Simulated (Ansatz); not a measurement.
# Magnetic moment of bcc Fe: levels of theory against measurement

Reference value: 2.13 μB (measured, temperature not stated, spin, per atom, our sources range from 1.98 to 2.13; as tabulated in Ekholm et al. (2018), arXiv:1806.11289).

```csv
level (code),value (μB),cell (Å³/atom),difference (μB)
LDA (Ansatz),1.99,10.40,-0.14
PBE (Ansatz),2.16,11.34,+0.03
RPBE (Ansatz),2.23,11.71,+0.10
PBE-D3(BJ) (Ansatz),2.13,11.05,0.00
PBE-D4 (Ansatz),2.12,11.08,-0.01
rVV10 (Ansatz),2.10,11.45,-0.03
r²SCAN (Ansatz),2.65,11.77,+0.52
r²SCAN+rVV10 (Ansatz),2.64,11.65,+0.51
B3LYP (VWN-RPA form) (Ansatz),2.74,11.78,+0.61
HSE06 (Ansatz),2.87,12.34,+0.74
r²SCANh (Ansatz),2.78,11.78,+0.65
Hartree–Fock (Ansatz),3.52,11.78,+1.39
```

Once the reference is moved by up to 0.15 μB (a margin picked here for doubts on the reference and the settings, and for temperature and zero-point motion) and values within 0.02 μB count as equal, the nearest can be PBE-D3(BJ) (0.00 μB), PBE-D4 (-0.01 μB), rVV10 (-0.03 μB), PBE (+0.03 μB), RPBE (+0.10 μB) or LDA (-0.14 μB). Farthest off among them: Hartree–Fock (+1.39 μB).

Computed moments are spin moments: for ferromagnetic elements the cell's total per atom, else within a sphere about the site; measured ones can hold an orbital part. Other magnetic orders were not compared. Spin-polarised runs: LDA (parallel moments), PBE (parallel moments), RPBE (parallel moments), PBE-D3(BJ) (parallel moments), PBE-D4 (parallel moments), rVV10 (parallel moments), r²SCAN (parallel moments), r²SCAN+rVV10 (parallel moments), B3LYP (VWN-RPA form) (parallel moments), HSE06 (parallel moments), r²SCANh (parallel moments), Hartree–Fock (parallel moments). B3LYP (VWN-RPA form), r²SCANh, Hartree–Fock: exact exchange on metals is sensitive to the k mesh and can open a false gap. B3LYP (VWN-RPA form), Hartree–Fock: the PAW data were made under another functional than the one run. Values are at the level's own equilibrium cell; B3LYP (VWN-RPA form) at the r²SCAN cell; r²SCANh at the r²SCAN cell; Hartree–Fock at the r²SCAN cell. Cutoffs and k meshes differ between the levels. Ansatz's density-functional and Hartree–Fock values are scalar-relativistic unless marked +SOC, with PAW data made under PBE.

Differences are worked out from the printed values.

Ansatz is a first-principles code.
